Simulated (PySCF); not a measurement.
Species: C4H3S2 (doublet state).
SMILES with atom numbers: `[S:1][c:2]1[cH:3][cH:4][cH:5][s:6]1` (hydrogens: H7 on C3; H8 on C4; H9 on C5)

Computed with UKS B3LYP, pcH-1 on C H S, non-relativistic, mean-field spin-orbit, GIAO (PySCF 2.14.0). Isolated species at its GFN2-xTB geometry, gas phase. The geometry wasn't refined by DFT: couplings that depend on bond lengths, twists or pyramidal angles can differ widely from those at the functional's own minimum, by a factor of two or more for some ions and for spin on atoms past the first row.

Output of the driver script. Atoms in this output count from 0.

```
UKS, coarse grid
  cycle   1  E = -950.55667543  |g| = 2.62e-01
  cycle   2  E = -950.52076949  |g| = 3.49e-01
  cycle   3  E = -950.58988306  |g| = 8.43e-02
  cycle   4  E = -950.59327962  |g| = 4.01e-02
  cycle   5  E = -950.59406537  |g| = 1.56e-02
  cycle   6  E = -950.59423519  |g| = 8.19e-03
  cycle   7  E = -950.59429513  |g| = 2.97e-03
  cycle   8  E = -950.59430380  |g| = 2.00e-03
  cycle   9  E = -950.59430567  |g| = 6.95e-04
UKS, final grid
  cycle   1  E = -950.59430616  |g| = 1.38e-03
  cycle   2  E = -950.59430288  |g| = 2.82e-03
  cycle   3  E = -950.59430723  |g| = 1.44e-04
  cycle   4  E = -950.59430725  |g| = 7.43e-05
  cycle   5  E = -950.59430726  |g| = 6.21e-05
  cycle   6  E = -950.59430727  |g| = 1.12e-05
E = -950.59430727 Eh   <S^2> = 0.7664 (exact 0.7500)
g shifts (ppm)      1          2          3
  rmc          -202       -202       -202
  gc             -7         43         45
  oz_so           0       8150      68802
  total        -209       7992      68646
hyperfine (MHz)  atom isotope    a_iso     a_fc   dipolar eigenvalues
    0   33S      13.47      13.47    -59.70    -59.05    118.75
    1   13C     -20.68     -20.68     -3.45      0.41      3.04
    2   13C      18.65      18.65    -19.45    -19.29     38.74
    3   13C     -17.47     -17.47     -8.36      3.72      4.64
    4   13C      24.67      24.67    -23.34    -22.29     45.62
    5   33S      -1.14      -1.14     -3.63     -2.21      5.84
    6    1H     -16.38     -16.38     -7.72     -1.94      9.67
    7    1H       2.93       2.93     -2.31      0.24      2.06
    8    1H     -19.14     -19.14    -11.34     -0.91     12.25
```

Problem. The run flagged its g tensor. What set off the flag, and which results does it touch?

Solution. The largest g shift is +0.069, past the limit of 0.03 at which the run flags a species of elements up to argon. The orbital-Zeeman/spin–orbit term is second order, a sum of spin–orbit matrix elements over excitation energies, so it grows and becomes less reliable as an excited state comes close; a shift of this size calls for a check with another method. The contact and dipolar couplings don't rest on that expansion, but they belong to the state that the SCF found, and a close-lying state with the spin in another orbital would have other couplings; no stability test was run. The run left out the spin–orbit part of the hyperfine coupling.

Problem. Where is the spin in this solution (atoms counted from 1)?

Solution. Largest spin populations (Mulliken): S1 (+0.65), C5 (+0.27), C3 (+0.24) and C4 (-0.08). Three atoms exceed +0.15. The positive populations add up to 1.18 and the negative ones to -0.18, together 2S = 1. The unrestricted determinant has ⟨S²⟩ = 0.7664 (exact 0.7500), 2.2 % above the value of a pure doublet state. 

Problem. Average a_iso over equivalent nuclei, turn it into first-order splittings with g = 2.0023, and give the multiplets for abundant isotopes (0.05 mT or more).

Solution. 
```csv
nuclei (from 1),isotope,I,position,a_iso (MHz),|a| (mT),splits into
H9,1H,1/2,"4 bonds from S1, on C5 of spin population +0.27",-19.1,0.68,1:1 doublet
H7,1H,1/2,"3 bonds from S1, on C3 of spin population +0.24",-16.4,0.58,1:1 doublet
H8,1H,1/2,4 bonds from S1,2.9,0.10,1:1 doublet
```

Hardware: Arm Neoverse V1, one thread (shared host). Cost: 30 s wall (grids of density and orbitals included), 0.76 GiB resident at most.
